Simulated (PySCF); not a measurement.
PySCF input (PBE0/cc-pVDZ):

```python
import numpy as np, basis_set_exchange as bse
from pyscf import gto, scf, dft, df, tdscf

basis = {'H': gto.basis.parse(bse.get_basis('cc-pVDZ', elements=['H'], fmt='nwchem'))}
mol = gto.M(
    atom='''
    H    -0.00000000   -0.00000000   -0.37201156
    H     0.00000000    0.00000000    0.37201156
    ''',
    basis=basis,
    charge=0,
    verbose=4,
    max_memory=2160,
)
mf = dft.RKS(mol, xc='pbe0')
mf.grids.level = 3
mf = mf.density_fit(auxbasis=df.autoaux(mol))
mf.conv_tol = 1e-9
mf.max_cycle = 100
print('smallest overlap eigenvalue', np.linalg.eigvalsh(mol.intor('int1e_ovlp'))[0])
mf.kernel()
dip = mf.dip_moment()
td = tdscf.TDA(mf)
td.nstates = 4
td.kernel()
td.analyze()
osc = td.oscillator_strength()
```

Output:

```
PySCF version 2.14.0

[INPUT] verbose = 4
[INPUT] num. atoms = 2
[INPUT] num. electrons = 2
[INPUT] charge = 0
[INPUT] spin (= nelec alpha-beta = 2S) = 0
[INPUT] symmetry False subgroup None
[INPUT] Mole.unit = angstrom
[INPUT] Symbol           X                Y                Z      unit          X                Y                Z       unit  Magmom
[INPUT]  1 H      0.000000000000   0.000000000000  -0.372011560000 AA    0.000000000000   0.000000000000  -0.702999963572 Bohr   0.0
[INPUT]  2 H      0.000000000000   0.000000000000   0.372011560000 AA    0.000000000000   0.000000000000   0.702999963572 Bohr   0.0

nuclear repulsion = 0.711237590197466
number of shells = 4
number of NR pGTOs = 14
number of NR cGTOs = 10
basis = {'H': [[0, [13.01, 0.019685, 0.0], [1.962, 0.137977, 0.0], [0.4446, 0.478148, 0.0], [0.122, 0.50124, 1.0]], [1, [0.727, 1.0]]]}
ecp = {}
ETB for H: l = 0, exps = 0.244 * 1.8^n , n = 0..8
ETB for H: l = 1, exps = 0.849 * 2^n , n = 0..1
ETB for H: l = 2, exps = 1.454 * 2.2^n , n = 0..0
smallest overlap eigenvalue 0.01489775233062599

******** <class 'pyscf.df.df_jk.DFRKS'> ********
method = DFRKS
initial guess = minao
damping factor = 0
level_shift factor = 0
DIIS = <class 'pyscf.scf.diis.CDIIS'>
diis_start_cycle = 1
diis_space = 8
diis_damp = 0
SCF conv_tol = 1e-09
SCF conv_tol_grad = None
SCF max_cycles = 100
direct_scf = False
XC library pyscf.dft.libxc version 7.1.2
    S. Lehtola, C. Steigemann, M. J. T. Oliveira, and M. A. L. Marques,  SoftwareX 7, 1–5 (2018)
XC functionals = pbe0
    C. Adamo and V. Barone,  J. Chem. Phys. 110, 6158 (1999)
    M. Ernzerhof and G. E. Scuseria,  J. Chem. Phys. 110, 5029 (1999)
radial grids:
    Treutler-Ahlrichs [JCP 102, 346 (1995); DOI:10.1063/1.469408] (M4) radial grids

becke partition: Becke, JCP 88, 2547 (1988); DOI:10.1063/1.454033
pruning grids: <function nwchem_prune>
grids dens level: 3
symmetrized grids: False
atomic radii adjust function: <function treutler_atomic_radii_adjust>
small_rho_cutoff = 0
Set gradient conv threshold to 3.16228e-05
Initial guess from minao.
tot grids = 19616
******** <class 'pyscf.df.df.DF'> ********
auxbasis = {'H': [[0, [np.float64(26.888703805440006), 1]], [0, [np.float64(14.938168780800002), 1]], [0, [np.float64(8.298982656000002), 1]], [0, [np.float64(4.610545920000001), 1]], [0, [np.float64(2.5614144), 1]], [0, [np.float64(1.423008), 1]], [0, [np.float64(0.79056), 1]], [0, [np.float64(0.4392), 1]], [0, [np.float64(0.244), 1]], [1, [np.float64(1.698), 1]], [1, [np.float64(0.849), 1]], [2, [np.float64(1.454), 1]]]}
init E= -0.93246576374907
  HOMO = -0.464995812428986  LUMO = 0.0605798926740717  gap/eV = 14.30164
cycle= 1 E= -1.16320168452966  delta_E= -0.231  |g|= 0.0204  |ddm|= 1.83
  HOMO = -0.431728596169743  LUMO = 0.0924812189815153  gap/eV = 14.26448
cycle= 2 E= -1.16340784027945  delta_E= -0.000206  |g|= 0.00286  |ddm|= 0.102
  HOMO = -0.437033610974372  LUMO = 0.0899122764533223  gap/eV = 14.33893
cycle= 3 E= -1.16341163194413  delta_E= -3.79e-06  |g|= 2.62e-05  |ddm|= 0.0111
  HOMO = -0.437062934640794  LUMO = 0.0898948510584081  gap/eV = 14.33925
cycle= 4 E= -1.16341163211414  delta_E= -1.7e-10  |g|= 4.92e-08  |ddm|= 2.38e-05
  HOMO = -0.437062912799813  LUMO = 0.0898948345557882  gap/eV = 14.33925
Extra cycle  E= -1.16341163211414  delta_E= -1.33e-15  |g|= 6.71e-09  |ddm|= 2.89e-07
converged SCF energy = -1.16341163211414
Dipole moment(X, Y, Z, Debye):  0.00000,  0.00000, -0.00000

******** <class 'pyscf.tdscf.rks.TDA'> for <class 'pyscf.df.df_jk.DFRKS'> ********
nstates = 4 singlet
deg_eia_thresh = 1.000e-03
wfnsym = None
conv_tol = 1e-05
eigh lindep = 1e-12
eigh level_shift = 0
eigh max_cycle = 100
chkfile = tmpdxf3l8uo

Excitation energies (eV)
[13.71162149 21.363136   31.81090624 39.96852094]

** Singlet excitation energies and oscillator strengths **
Excited State   1:     13.71162 eV     90.42 nm  f=0.5856
       1 -> 2         0.70288
Excited State   2:     21.36314 eV     58.04 nm  f=0.0000
       1 -> 3        -0.70684
Excited State   3:     31.81091 eV     38.98 nm  f=0.2428
       1 -> 4        -0.70282
Excited State   4:     39.96852 eV     31.02 nm  f=0.9135
       1 -> 5        -0.70711

** Transition electric dipole moments (AU) **
state          X           Y           Z        Dip. S.      Osc.
  1         0.0000      0.0000      1.3203      1.7433      0.5856
  2        -0.0000     -0.0000      0.0000      0.0000      0.0000
  3        -0.0000     -0.0000     -0.5582      0.3116      0.2428
  4        -0.6839      0.6820     -0.0000      0.9329      0.9135

** Transition velocity dipole moments (imaginary part, AU) **
state          X           Y           Z        Dip. S.      Osc.
  1        -0.0000     -0.0000      0.5686      0.3233      0.4277
  2         0.0000     -0.0000      0.0000      0.0000      0.0000
  3         0.0000      0.0000     -0.4303      0.1851      0.1056
  4        -0.6052      0.6035     -0.0000      0.7304      0.3315

** Transition magnetic dipole moments (imaginary part, AU) **
state          X           Y           Z
  1         0.0000     -0.0000     -0.0000
  2        -0.0000      0.0000      0.0000
  3        -0.0000      0.0000     -0.0000
  4         0.0000      0.0000      0.0000
```
